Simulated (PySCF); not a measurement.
# C3H3F: spin-spin couplings at several levels of theory, part 2 of 2

PySCF 2.14.0. Atoms count from 0. The steps go on from the part before.

### 8 Spin-spin couplings: BHandHLYP/pcJ-1

What the job is given:

```
{"job": {"kind": "j", "xc": "BHandHLYP", "basis": "pcJ-1"}, "charge": 0, "multiplicity": 1}
F     -0.512073     2.046432    -0.130295
C     -0.316875     0.758637    -0.057797
C     -0.812781    -0.430993    -0.033141
C      0.721768    -0.271719     0.043767
H     -1.620745    -1.154417    -0.041322
H      1.336619    -0.533080    -0.833466
H      1.234528    -0.453648     1.002905
```

Method: BHandHLYP/pcJ-1 indirect spin-spin coupling, non-relativistic, gas phase.

Log:

```text
coarse grid: 6208 points
cycle   1  E = -215.6783909753  dE =  7.714e-01  |g| = 4.174e-01  |ddm| = 2.197e+00
cycle   2  E = -215.6867417430  dE = -8.351e-03  |g| = 3.908e-01  |ddm| = 4.540e-01
cycle   3  E = -215.7105419129  dE = -2.380e-02  |g| = 5.230e-02  |ddm| = 2.407e-01
cycle   4  E = -215.7110742240  dE = -5.323e-04  |g| = 2.101e-02  |ddm| = 4.850e-02
cycle   5  E = -215.7111694409  dE = -9.522e-05  |g| = 6.941e-03  |ddm| = 1.915e-02
cycle   6  E = -215.7111789930  dE = -9.552e-06  |g| = 1.893e-03  |ddm| = 6.353e-03
final grid: 61344 points
cycle   7  E = -215.7344089548  dE = -3.805e-05  |g| = 1.780e-03  |ddm| = 6.907e-03
cycle   8  E = -215.7344088006  dE =  1.543e-07  |g| = 1.835e-03  |ddm| = 2.358e-03
cycle   9  E = -215.7344095411  dE = -7.406e-07  |g| = 2.542e-04  |ddm| = 1.350e-03
cycle  10  E = -215.7344095558  dE = -1.464e-08  |g| = 1.103e-04  |ddm| = 2.379e-04
cycle  11  E = -215.7344095583  dE = -2.524e-09  |g| = 2.262e-05  |ddm| = 8.083e-05
cycle  12  E = -215.7344095584  dE = -1.107e-10  |g| = 1.068e-05  |ddm| = 2.335e-05
converged SCF energy = -215.7344095584

Indirect spin-spin couplings (Hz)
  i      j    bonds     total        FC       PSO       DSO        SD
  0 F    1 C    1   -451.999  -412.032   -27.354     0.779   -13.391
  0 F    2 C    2     -5.230     9.724   -28.031    -0.601    13.678
  0 F    3 C    2     25.974    19.450     6.489    -0.446     0.481
  0 F    4 H    3    -14.973   -10.895    -2.770    -1.951     0.643
  0 F    5 H    3    -10.636   -11.585     3.030    -1.496    -0.584
  0 F    6 H    3    -10.711   -11.674     3.033    -1.504    -0.565
  1 C    2 C    1    107.119   102.648    -2.847     0.236     7.082
  1 C    3 C    1     32.705    35.013    -2.064     0.223    -0.467
  1 C    4 H    2     -4.494    -5.472     1.372    -0.786     0.391
  1 C    5 H    2    -10.361    -9.968    -0.006    -0.267    -0.120
  1 C    6 H    2    -10.308    -9.914    -0.010    -0.266    -0.118
  2 C    3 C    1     16.543    16.248     0.454     0.125    -0.284
  2 C    4 H    1    262.865   262.463    -0.878     0.688     0.593
  2 C    5 H    2     -0.623    -0.524     0.461    -0.401    -0.159
  2 C    6 H    2     -0.668    -0.566     0.458    -0.400    -0.160
  3 C    4 H    2      1.844     1.343     0.770    -0.634     0.365
  3 C    5 H    1    186.709   185.368     0.451     0.689     0.200
  3 C    6 H    1    186.592   185.250     0.454     0.689     0.199
  4 H    5 H    3     -4.509    -4.247     1.823    -1.986    -0.099
  4 H    6 H    3     -4.501    -4.239     1.812    -1.976    -0.099
  5 H    6 H    2      8.039     7.710     3.039    -2.949     0.239
```

Run time: 12 s. Hardware: 1 thread of Arm Neoverse V1, shared host; peak memory 0.53 GiB.

This run: J(F0,C1) -452.0 Hz, J(C2,H4) 262.9 Hz, J(C3,H5) 186.7 Hz (means over like pairs).

### 9 Indirect couplings: B3LYP/pcJ-0

Settings changed since step 8:

```diff
@@ -1,2 +1,2 @@
-{"job": {"kind": "j", "xc": "BHandHLYP", "basis": "pcJ-1"}, "charge": 0, "multiplicity": 1}
+{"job": {"kind": "j", "xc": "B3LYP", "basis": "pcJ-0"}, "charge": 0, "multiplicity": 1}
 F     -0.512073     2.046432    -0.130295
```

Level: B3LYP/pcJ-0 indirect spin-spin coupling, non-relativistic, gas phase.

Log:

```text
coarse grid: 6208 points
cycle   1  E = -215.4356966480  dE =  4.435e-01  |g| = 4.468e-01  |ddm| = 2.813e+00
cycle   2  E = -215.4009723844  dE =  3.472e-02  |g| = 6.213e-01  |ddm| = 8.342e-01
cycle   3  E = -215.4724304098  dE = -7.146e-02  |g| = 8.155e-02  |ddm| = 5.128e-01
cycle   4  E = -215.4734556379  dE = -1.025e-03  |g| = 5.621e-02  |ddm| = 1.262e-01
cycle   5  E = -215.4741726982  dE = -7.171e-04  |g| = 1.064e-02  |ddm| = 5.163e-02
cycle   6  E = -215.4741982479  dE = -2.555e-05  |g| = 1.676e-03  |ddm| = 1.236e-02
cycle   7  E = -215.4741987591  dE = -5.111e-07  |g| = 7.414e-04  |ddm| = 2.097e-03
final grid: 61344 points
cycle   8  E = -215.4356683107  dE = -5.562e-05  |g| = 3.722e-03  |ddm| = 6.078e-03
cycle   9  E = -215.4356680176  dE =  2.930e-07  |g| = 2.716e-03  |ddm| = 4.359e-03
cycle  10  E = -215.4356693602  dE = -1.343e-06  |g| = 1.101e-03  |ddm| = 3.208e-03
cycle  11  E = -215.4356696038  dE = -2.436e-07  |g| = 4.488e-04  |ddm| = 1.251e-03
cycle  12  E = -215.4356696544  dE = -5.065e-08  |g| = 7.203e-05  |ddm| = 4.410e-04
cycle  13  E = -215.4356696557  dE = -1.276e-09  |g| = 3.266e-06  |ddm| = 8.362e-05
cycle  14  E = -215.4356696557  dE =  4.547e-13  |g| = 2.207e-06  |ddm| = 3.611e-06
converged SCF energy = -215.4356696557

Indirect spin-spin couplings (Hz)
  i      j    bonds     total        FC       PSO       DSO        SD
  0 F    1 C    1   -555.336  -507.755   -37.358     0.966   -11.189
  0 F    2 C    2    -24.622    -6.137   -30.782    -0.545    12.842
  0 F    3 C    2     14.182     6.262     8.179    -0.402     0.143
  0 F    4 H    3     -2.584     0.625    -1.744    -1.836     0.371
  0 F    5 H    3     -2.116    -3.800     3.596    -1.388    -0.524
  0 F    6 H    3     -2.176    -3.873     3.596    -1.395    -0.504
  1 C    2 C    1     54.230    52.919    -3.931     0.257     4.984
  1 C    3 C    1      9.091    11.226    -1.984     0.239    -0.391
  1 C    4 H    2     -5.863    -5.849     0.673    -0.747     0.059
  1 C    5 H    2     -7.306    -6.867    -0.130    -0.236    -0.074
  1 C    6 H    2     -7.238    -6.800    -0.132    -0.235    -0.072
  2 C    3 C    1      0.158    -0.441     0.673     0.144    -0.218
  2 C    4 H    1    224.871   224.051    -0.388     0.798     0.410
  2 C    5 H    2     -1.684    -1.552     0.347    -0.366    -0.112
  2 C    6 H    2     -1.728    -1.594     0.343    -0.365    -0.113
  3 C    4 H    2     -0.176    -0.504     0.535    -0.603     0.396
  3 C    5 H    1    151.659   150.395     0.483     0.792    -0.011
  3 C    6 H    1    151.534   150.269     0.485     0.792    -0.011
  4 H    5 H    3     -3.923    -2.991     1.063    -1.907    -0.088
  4 H    6 H    3     -3.908    -2.979     1.055    -1.897    -0.087
  5 H    6 H    2      5.635     6.122     1.795    -2.696     0.415
```

It took 3.8 s on 1 thread of Arm Neoverse V1, shared host; peak memory 0.37 GiB.

In short: J(F0,C1) -555.3 Hz, J(C2,H4) 224.9 Hz, J(C3,H5) 151.6 Hz (means over like pairs).

### 10 J couplings: B3LYP/pcJ-2

Settings changed since step 9:

```diff
@@ -1,2 +1,2 @@
-{"job": {"kind": "j", "xc": "B3LYP", "basis": "pcJ-0"}, "charge": 0, "multiplicity": 1}
+{"job": {"kind": "j", "xc": "B3LYP", "basis": "pcJ-2"}, "charge": 0, "multiplicity": 1}
 F     -0.512073     2.046432    -0.130295
```

Level: B3LYP/pcJ-2 indirect spin-spin coupling, non-relativistic, gas phase.

Log:

```text
coarse grid: 6208 points
cycle   1  E = -215.9093752954  dE =  6.511e-01  |g| = 4.752e-01  |ddm| = 1.806e+00
cycle   2  E = -215.8817203661  dE =  2.765e-02  |g| = 6.149e-01  |ddm| = 5.298e-01
cycle   3  E = -215.9466795935  dE = -6.496e-02  |g| = 1.017e-01  |ddm| = 3.122e-01
cycle   4  E = -215.9486339884  dE = -1.954e-03  |g| = 5.114e-02  |ddm| = 8.819e-02
cycle   5  E = -215.9491835676  dE = -5.496e-04  |g| = 1.302e-02  |ddm| = 3.014e-02
cycle   6  E = -215.9492116303  dE = -2.806e-05  |g| = 4.089e-03  |ddm| = 8.229e-03
cycle   7  E = -215.9492150335  dE = -3.403e-06  |g| = 7.551e-04  |ddm| = 2.372e-03
final grid: 61344 points
cycle   8  E = -215.9491900790  dE = -9.963e-05  |g| = 5.073e-03  |ddm| = 2.810e-02
cycle   9  E = -215.9491851982  dE =  4.881e-06  |g| = 7.025e-03  |ddm| = 5.137e-03
cycle  10  E = -215.9491944852  dE = -9.287e-06  |g| = 1.023e-03  |ddm| = 3.461e-03
cycle  11  E = -215.9491945938  dE = -1.086e-07  |g| = 5.105e-04  |ddm| = 8.034e-04
cycle  12  E = -215.9491946427  dE = -4.899e-08  |g| = 1.709e-04  |ddm| = 3.328e-04
cycle  13  E = -215.9491946494  dE = -6.710e-09  |g| = 2.841e-05  |ddm| = 1.036e-04
cycle  14  E = -215.9491946496  dE = -1.789e-10  |g| = 7.461e-06  |ddm| = 2.202e-05
converged SCF energy = -215.9491946496

Indirect spin-spin couplings (Hz)
  i      j    bonds     total        FC       PSO       DSO        SD
  0 F    1 C    1   -510.458  -475.351   -27.473     0.734    -8.367
  0 F    2 C    2    -29.766   -12.309   -27.380    -0.611    10.534
  0 F    3 C    2     14.534     8.199     6.390    -0.453     0.399
  0 F    4 H    3     -6.165    -2.481    -2.478    -1.968     0.762
  0 F    5 H    3     -6.716    -7.908     3.371    -1.512    -0.667
  0 F    6 H    3     -6.763    -7.967     3.374    -1.520    -0.650
  1 C    2 C    1     84.918    82.129    -2.940     0.232     5.497
  1 C    3 C    1     18.871    21.317    -2.194     0.223    -0.475
  1 C    4 H    2      0.337    -0.774     1.354    -0.789     0.546
  1 C    5 H    2     -6.966    -6.599     0.006    -0.266    -0.106
  1 C    6 H    2     -6.896    -6.528     0.003    -0.265    -0.105
  2 C    3 C    1      5.607     5.142     0.523     0.125    -0.182
  2 C    4 H    1    248.640   247.853    -0.428     0.673     0.541
  2 C    5 H    2     -1.173    -1.142     0.526    -0.401    -0.155
  2 C    6 H    2     -1.235    -1.202     0.523    -0.400    -0.156
  3 C    4 H    2      0.990     0.449     0.822    -0.635     0.353
  3 C    5 H    1    175.427   173.865     0.598     0.679     0.285
  3 C    6 H    1    175.305   173.742     0.600     0.679     0.284
  4 H    5 H    3     -3.068    -2.968     1.956    -1.987    -0.068
  4 H    6 H    3     -3.047    -2.948     1.945    -1.976    -0.068
  5 H    6 H    2      9.933     9.324     3.217    -2.955     0.347
```

Wall time 35 s (1 thread of Arm Neoverse V1, shared host); peak memory 0.88 GiB.

This run: J(F0,C1) -510.5 Hz, J(C2,H4) 248.6 Hz, J(C3,H5) 175.4 Hz (means over like pairs).

### 11 J couplings: B3LYP/aug-cc-pVTZ-J

Settings changed since step 10:

```diff
@@ -1,2 +1,2 @@
-{"job": {"kind": "j", "xc": "B3LYP", "basis": "pcJ-2"}, "charge": 0, "multiplicity": 1}
+{"job": {"kind": "j", "xc": "B3LYP", "basis": "aug-cc-pVTZ-J"}, "charge": 0, "multiplicity": 1}
 F     -0.512073     2.046432    -0.130295
```

Level: B3LYP/aug-cc-pVTZ-J indirect spin-spin coupling, non-relativistic, gas phase.

Log:

```text
coarse grid: 6208 points
cycle   1  E = -215.9036815881  dE =  6.523e-01  |g| = 4.676e-01  |ddm| = 3.280e+00
cycle   2  E = -215.8763816713  dE =  2.730e-02  |g| = 6.063e-01  |ddm| = 7.915e-01
cycle   3  E = -215.9400540549  dE = -6.367e-02  |g| = 1.014e-01  |ddm| = 4.955e-01
cycle   4  E = -215.9420108898  dE = -1.957e-03  |g| = 5.145e-02  |ddm| = 1.288e-01
cycle   5  E = -215.9425677298  dE = -5.568e-04  |g| = 1.282e-02  |ddm| = 4.711e-02
cycle   6  E = -215.9425947959  dE = -2.707e-05  |g| = 4.058e-03  |ddm| = 1.274e-02
cycle   7  E = -215.9425981534  dE = -3.357e-06  |g| = 7.453e-04  |ddm| = 3.424e-03
final grid: 61344 points
cycle   8  E = -215.9401802031  dE = -1.353e-04  |g| = 5.648e-03  |ddm| = 1.696e-01
cycle   9  E = -215.9401738207  dE =  6.382e-06  |g| = 7.940e-03  |ddm| = 1.144e-02
cycle  10  E = -215.9401849787  dE = -1.116e-05  |g| = 1.073e-03  |ddm| = 5.985e-03
cycle  11  E = -215.9401850668  dE = -8.805e-08  |g| = 6.515e-04  |ddm| = 1.236e-03
cycle  12  E = -215.9401851557  dE = -8.889e-08  |g| = 1.737e-04  |ddm| = 6.335e-04
cycle  13  E = -215.9401851626  dE = -6.874e-09  |g| = 2.799e-05  |ddm| = 1.673e-04
cycle  14  E = -215.9401851627  dE = -1.684e-10  |g| = 7.439e-06  |ddm| = 2.882e-05
converged SCF energy = -215.9401851627

Indirect spin-spin couplings (Hz)
  i      j    bonds     total        FC       PSO       DSO        SD
  0 F    1 C    1   -516.996  -483.837   -26.209     0.762    -7.711
  0 F    2 C    2    -30.000   -12.742   -26.006    -0.604     9.354
  0 F    3 C    2     14.260     8.311     6.032    -0.447     0.365
  0 F    4 H    3     -6.158    -2.463    -2.430    -1.953     0.688
  0 F    5 H    3     -6.978    -8.095     3.245    -1.496    -0.631
  0 F    6 H    3     -7.026    -8.155     3.249    -1.505    -0.616
  1 C    2 C    1     85.975    83.721    -2.794     0.232     4.816
  1 C    3 C    1     19.137    21.477    -2.124     0.223    -0.440
  1 C    4 H    2      0.193    -0.813     1.291    -0.787     0.502
  1 C    5 H    2     -7.021    -6.653    -0.007    -0.265    -0.097
  1 C    6 H    2     -6.950    -6.580    -0.010    -0.264    -0.096
  2 C    3 C    1      5.449     5.012     0.483     0.126    -0.172
  2 C    4 H    1    251.630   250.974    -0.458     0.679     0.435
  2 C    5 H    2     -1.225    -1.179     0.498    -0.398    -0.146
  2 C    6 H    2     -1.289    -1.241     0.495    -0.397    -0.146
  3 C    4 H    2      0.910     0.431     0.788    -0.632     0.323
  3 C    5 H    1    177.435   176.004     0.542     0.686     0.203
  3 C    6 H    1    177.315   175.882     0.545     0.686     0.202
  4 H    5 H    3     -3.128    -2.984     1.900    -1.980    -0.065
  4 H    6 H    3     -3.107    -2.963     1.890    -1.969    -0.065
  5 H    6 H    2      9.988     9.522     3.064    -2.933     0.334
```

It took 28 s on 1 thread of Arm Neoverse V1, shared host; peak memory 0.79 GiB.

This run: J(F0,C1) -517.0 Hz, J(C2,H4) 251.6 Hz, J(C3,H5) 177.4 Hz (means over like pairs).

### 12 Comparing the runs: spin-spin couplings

Couplings (Hz), each a mean over the pairs like the one named, with basis size and wall time:

```tsv
run	F0–C1	C2–H4	C3–H5	C1–C2	F0–C2	H5–H6	C1–C3	functions	time
LDA/pcJ-1	-505.8	196.6	135.6	68.4	-44.6	7.2	6.2	138	5.6 s
PBE/pcJ-1	-532.2	225.3	159.3	79.5	-35.9	8.9	15.0	138	9.2 s
KT2/pcJ-1	-554.4	244.0	171.1	63.1	-44.2	11.5	4.4	138	9.9 s
PBE0/pcJ-1	-491.6	232.9	164.7	88.6	-23.9	7.6	21.5	138	11 s
B97-2/pcJ-1	-479.9	223.6	158.6	83.6	-28.8	7.8	20.7	138	10 s
CAM-B3LYP/pcJ-1	-473.6	243.6	171.7	91.1	-25.1	8.4	22.5	138	13 s
BHandHLYP/pcJ-1	-452.0	262.9	186.7	107.1	-5.2	8.0	32.7	138	12 s
B3LYP/pcJ-0	-555.3	224.9	151.6	54.2	-24.6	5.6	9.1	61	3.8 s
B3LYP/pcJ-2	-510.5	248.6	175.4	84.9	-29.8	9.9	18.9	276	35 s
B3LYP/aug-cc-pVTZ-J	-517.0	251.6	177.4	86.0	-30.0	10.0	19.1	244	28 s
```

### 13 What came out

This closing draws on all 2 parts.

| quantity | value |
| --- | --- |
| largest coupling of the table (LDA/pcJ-1) | ¹J(F,C) F0–C1, -505.8 Hz |
| range of J(F0,C1), mean over like pairs | -555.3 to -452.0 Hz |

Single values in the summary come from the first run of each kind that ended normally (LDA/pcJ-1), which need not be the best level. Of the pairs tabulated at LDA/pcJ-1, F0–C1 couples most strongly (-505.8 Hz; Fermi contact -475.6 Hz). The coupling F0–C1, as a mean over pairs of its kind, runs from -555.3 Hz (B3LYP/pcJ-0) to -452.0 Hz (BHandHLYP/pcJ-1).
